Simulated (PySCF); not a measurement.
**SO₂F₂: calculation against measurement**

Isolated SO₂F₂, optimised in PySCF with density fitting and no spin–orbit coupling; def2 sets carry scalar-relativistic core potentials from Rb on. All levels below give a singlet of C2v symmetry: B3LYP/def2-TZVP S–F 1.554 Å (×2), S–O 1.410 Å (×2); PBE0/def2-SVP S–F 1.576 Å (×2), S–O 1.424 Å (×2).

Counting electrons, sulfur keeps none of its valence electrons outside its bonds, so the VSEPR class is AX4 and the expected shape is tetrahedral; with unlike ligands the computed point group is C2v.

Measured fundamentals (Shimanouchi, Tables of Molecular Vibrational Frequencies (1972), as compiled in the NIST Chemistry WebBook) beside computed harmonic wavenumbers, in cm⁻¹:

```tsv
mode as compiled	computed symmetry	measured	rating (A best; medium not stated)	B3LYP/def2-TZVP	PBE0/def2-SVP
a1 so2 s-str	a1	1269	C	1263	1275
a1 sf2 s-str	a1	848	C	824	848
a1 so2 scis	a1	544	D	537	522
a1 sf2 scis	a1	385	D	372	359
a2 sf2 twist	a2	388	C	372	357
b1 so2 a-str	b1	1502	C	1499	1516
b1 so2 rock	b1	553	D	528	512
b1 sf2 a-str	b2	885	C	860	890
b1 so2 wag	b2	539	D	524	511
```

Task: How close does each level come?

Result: Mean absolute differences: B3LYP/def2-TZVP 2.5 %, PBE0/def2-SVP 3.7 %. The mean ratio of measured to computed values at B3LYP/def2-TZVP is 1.026. Harmonic values should lie a little above fundamentals, yet here they lie below on average.

Task: The measured dipole moment is 1.12 D (NIST CCCBDB Release 22 (SRD 101), experimental dipoles). What do the calculations give?

Result: B3LYP/def2-TZVP 1.03 D, PBE0/def2-SVP 0.78 D. The measured value is a vibrational average, and the basis lacks diffuse functions.

Task: The tabulated gas-phase entropy at 298.15 K and 1 bar is 283.61 J/(mol K) (Chase, 1998, NIST Chemistry WebBook). What do rigid-rotor harmonic-oscillator sums give?

Result: B3LYP/def2-TZVP 284.9, PBE0/def2-SVP 285.9 J/(mol K).

Task: ΔfH°(298 K) is -758.56 kJ/mol (Chase, 1998, NIST Chemistry WebBook), and for the gaseous atoms S 277.2, O 249.2, F 79.3 kJ/mol (tabulated in the package mendeleev). Compare the atomisation enthalpy with the calculations.

Result: From the tables it is 277.2 + 2 × 249.2 + 2 × 79.3 − (-758.6) = 1693 kJ/mol. To a computed De one adds −ZPE (-40.5), the atoms' spin–orbit lowering from NIST levels (-7.4) and the thermal terms (19.5), all taken at B3LYP/def2-TZVP.
```
          level  De (kJ/mol)  ΔatH°(298 K)  computed − tabulated
B3LYP/def2-TZVP         1653          1625                   -68
  PBE0/def2-SVP         1521          1492                  -201
```
